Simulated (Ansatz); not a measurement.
This Ansatz (a first-principles code) input (CCSD(T)/aug-pcseg-3) gives -40.45011 Eh with 281 basis functions. A basis named .json is the Basis Set Exchange file of that set (core-valence sets with the plain set on hydrogen).

Ansatz 0.2 input:
```yaml
crystal:
  periodic: [false, false, false]
  atoms:
    - {symbol: C, position_ang: [-0.00000000, 0.00000000, -0.00000000]}
    - {symbol: H, position_ang: [0.62054657, 0.62688914, 0.63896175]}
    - {symbol: H, position_ang: [-0.64285838, -0.62489528, 0.61852983]}
    - {symbol: H, position_ang: [0.63693263, -0.63278043, -0.61664082]}
    - {symbol: H, position_ang: [-0.61462083, 0.63078657, -0.64085076]}
basis:
  gaussian:
    orbitals: aug-pcseg-3
magnetization: {spin_polarized: false}
correlation: {method: ccsd_t, electrons: outside_noble_gas}
```

Change:
```diff
- orbitals: aug-pcseg-3
+ orbitals: jun-cc-pV_T+d_Z.json
```

Q: What does the run give now?

A: -40.43879 Eh (CCSD(T)/jun-cc-pV(T+d)Z, 95 functions), a change of +11.32 mEh.
